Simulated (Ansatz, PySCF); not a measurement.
Gas-phase reaction in SMILES: [PH2] (PH2) → [PH2] (PH2) as singlet, charge +1 + e-
Geometries: B3LYP-D3(BJ)/def2-TZVP minima from Ansatz (a first-principles code). Unstable Hartree-Fock reference: [PH2] (PH2) as singlet, charge +1.
Geometry of the first species:
```xyz
3

P      0.0052    -0.0015     0.1165
H     -0.0501     1.0329    -0.8596
H     -0.0274    -1.0099    -0.8876
```
Charge 0, spin multiplicity 2.

Wanted: adiabatic ionisation energy (0 K, with B3LYP-D3(BJ) harmonic zero-point energies from PySCF), in eV. Valence correlation only, unless marked. Open shells are spin-unrestricted. No spin-orbit coupling. No relativistic terms. CBS(X,Y): correlation extrapolated as X^-3; Hartree-Fock from the larger set (for Q and 5 zeta extrapolated as (X+1)exp(-9√X)).

| level | program | adiabatic ionisation energy (eV) |
|---|---|---|
| TPSS-D3(BJ)/def2-TZVPD | PySCF + dftd3 | [?] |
| r2SCAN-D4/def2-TZVPD | Ansatz + dftd4 | 10.17 |
| B3LYP/def2-TZVPD | Ansatz | [?] |
| PBE0/def2-SVP | Ansatz | [?] |
| M06-2X/def2-TZVPD | PySCF | [?] |
| MN15-D3(BJ)/def2-TZVPD | PySCF + dftd3 | 9.94 |
| wB97M-V/def2-TZVPD | Ansatz | 9.69 |
| SCS-MP2/6-31G* | Ansatz | 9.40 |
| SCS-MP2/cc-pV(D+d)Z | Ansatz | 9.48 |
| CCSD/cc-pV(Q+d)Z | Ansatz | 9.74 |
| CCSDT/cc-pV(D+d)Z | Ansatz | 9.52 |
| CCSD(T)/CBS(cc-pV(Q+d)Z,cc-pV(5+d)Z) | Ansatz | 9.82 |

Q: Some entries are withheld; supply them.

A: 
- TPSS-D3(BJ)/def2-TZVPD, adiabatic ionisation energy (eV): 9.98
- B3LYP/def2-TZVPD, adiabatic ionisation energy (eV): 9.92
- PBE0/def2-SVP, adiabatic ionisation energy (eV): 10.00
- M06-2X/def2-TZVPD, adiabatic ionisation energy (eV): 9.79
